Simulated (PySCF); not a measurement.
**Potential energy of P₂ along the bond**

Set-up: P def2-TZVPPD; no relativity (PySCF 2.14). Energies in eV from P + P in their ground configurations at the same level. State: ¹Σg⁺ (singlet), closed shell.

Curves on a restricted Hartree–Fock reference rise too fast on stretching and do not dissociate correctly.

| R (Å) | RHF-MP2 | RHF-CCSD(T) |
| --- | --- | --- |
| 1.619 | -2.397 |  |
| 1.695 | -3.604 | -3.494 |
| 1.770 | -4.310 | -4.197 |
| 1.827 | -4.598 | -4.477 |
| 1.883 | -4.729 | -4.596 |
| 1.940 | -4.741 | -4.591 |
| 2.015 | -4.625 | -4.442 |
| 2.109 | -4.345 | -4.102 |
| 2.222 | -3.913 | -3.565 |
| 2.373 | -3.318 |  |

Task: Put a parabola through the three lowest points of the RHF-MP2 curve and estimate Re, k and ωe (reduced mass 15.49 u; 1 eV/Å² = 0.16022 mdyn/Å; ωe = 1302.8·√(k/μ) cm⁻¹).

Result: Through R = 1.883, 1.94, 2.015 Å the second-order coefficient is 13.3 eV/Å², so Re ≈ 1.919 Å, k ≈ 4.27 mdyn/Å and ωe ≈ 684 cm⁻¹. A polynomial fit of higher order to the unrounded RHF-MP2 energies gives Re = 1.918 Å, k = 4.95 mdyn/Å, ωe = 736 cm⁻¹; anharmonicity and rounding make the difference.

The higher-order fit for each curve: RHF-MP2: Re = 1.918 Å, ωe = 736 cm⁻¹, De = 4.75 eV; RHF-CCSD(T): Re = 1.908 Å, ωe = 776 cm⁻¹, De = 4.61 eV.

Correlated steps freeze 10 core orbitals. Where the molecule has an RHF reference, its open-shell atoms are computed with UHF.
